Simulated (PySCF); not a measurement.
**FF (C6H4O2): geometry, NMR shifts, spin-spin couplings, electronic excitations and core binding energies**

What NMR shifts, spin-spin couplings, electronic excitations and core binding energies should FF (C6H4O2) (`c1cc2occc2o1`) show?

The runs use PySCF 2.14.0, with density-fitted response routines of our own; the level of theory stands in each step. All values are computed, except where a source is named. Atoms are numbered from 0 throughout.

## Step 1: The molecule as given

12 atoms, charge 0, multiplicity 1; geometry from: GFN2-xTB.

Bonds of the start (Å): C0–C1 1.37, C1–C2 1.41, C2–O3 1.34, O3–C4 1.36, C4–C5 1.37, C5–C6 1.41, C6–O7 1.34, O7–C0 1.36, C6–C2 1.39, C0–H8 1.07, C1–H9 1.07, C4–H10 1.07, C5–H11 1.07.

## Step 2: Optimising the geometry at PBE0-D3(BJ)/def2-SVP

The job: settings as JSON, then the geometry in Å.

```
{"job": {"xc": "PBE0", "basis": "def2-SVP", "d3": "d3bj", "grid": 1, "kind": "geom"}, "charge": 0, "multiplicity": 1}
C      1.986498    -0.109326    -0.521537
C      1.567934     0.118869     0.758382
C      0.157832     0.116870     0.664698
O     -0.962298     0.254249     1.395684
C     -1.986205     0.108917     0.517150
C     -1.567771    -0.118602    -0.762890
C     -0.157597    -0.114094    -0.669962
O      0.962669    -0.252621    -1.400643
H      2.975966    -0.190249    -0.925449
H      2.181945     0.263171     1.622140
H     -2.975397     0.187513     0.922080
H     -2.182377    -0.265384    -1.625682
```

**Question.** This job is followed by: GIAO PBE0/pcSseg-1 NMR shielding, non-relativistic, gas phase; B3LYP/pcJ-1 indirect spin-spin coupling, non-relativistic, gas phase; TDDFT CAM-B3LYP/def2-SVPD, vertical, gas phase, core orbitals frozen in the response; GIAO PBE/pcSseg-2 NMR shielding, non-relativistic, gas phase; delta-SCF UKS SCAN, pcX-2 on the ionised atom, pcseg-1 elsewhere, spin-free X2C. What will the session give for the following? point group; rotational constants (main isotopes); 13C shifts against TMS (PBE0/pcSseg-1, means over atoms taken as alike); 1H shifts against TMS (PBE0/pcSseg-1, means over atoms taken as alike); 17O shifts against H2O (PBE0/pcSseg-1, means over atoms taken as alike); largest coupling of the table (B3LYP/pcJ-1); lowest singlet (CAM-B3LYP/def2-SVPD); lowest triplet; vertical ionisation energy (ΔSCF); C1s binding energies, SCAN/pcX-2; O1s binding energies, SCAN/pcX-2; range of the shift of C2.

As calculated:

```
                                                               quantity                               value
                                                            point group                                 C2h
                                   rotational constants (main isotopes)                5.43, 2.27, 1.60 GHz
13C shifts against TMS (PBE0/pcSseg-1, means over atoms taken as alike)             150.7, 148.9, 103.2 ppm
 1H shifts against TMS (PBE0/pcSseg-1, means over atoms taken as alike)                      7.41, 6.61 ppm
17O shifts against H2O (PBE0/pcSseg-1, means over atoms taken as alike)                           247.8 ppm
                            largest coupling of the table (B3LYP/pcJ-1)             1J(C,H) C0–H8, 215.0 Hz
                                   lowest singlet (CAM-B3LYP/def2-SVPD)         5.39 eV (230 nm), f = 0.375
                                                         lowest triplet                             3.42 eV
                                      vertical ionisation energy (ΔSCF)                             8.15 eV
                                       C1s binding energies, SCAN/pcX-2  C2 291.67, C0 291.59, C1 290.83 eV
                                       O1s binding energies, SCAN/pcX-2                        O3 540.06 eV
                                               range of the shift of C2                  150.7 to 154.8 ppm
```

The optimisation took 6 steps and gained 0.047 eV; among the close pairs (by a distance rule), C2–C6 changed most, from 1.391 to 1.369 Å. No frequency check was run at this level, so the end point may be a saddle. At PBE0/pcSseg-1: The largest span, 346 ppm, is at O3, O7, where the paramagnetic term is -311 ppm. Of the pairs tabulated at B3LYP/pcJ-1, C0–H8 (mean over like pairs) couples most strongly (215.0 Hz; Fermi contact 214.3 Hz). The first singlet state (HOMO→LUMO 0.96) lies at 5.39 eV and is bright. The lowest triplet lies 1.96 eV below the lowest singlet (triplets in Tamm-Dancoff, singlets in full TDDFT). ΔSCF puts the ionisation energy at 8.15 eV, 0.79 eV above −ε(HOMO). The C1s levels kept as sound span 0.85 eV, from C1 (aromatic CH) up to C2 (ring-fusion aromatic carbon). Across the 2 runs the shift of C2 (with its like atoms) moves most, between 150.7 (PBE0/pcSseg-1) and 154.8 ppm (PBE/pcSseg-2).
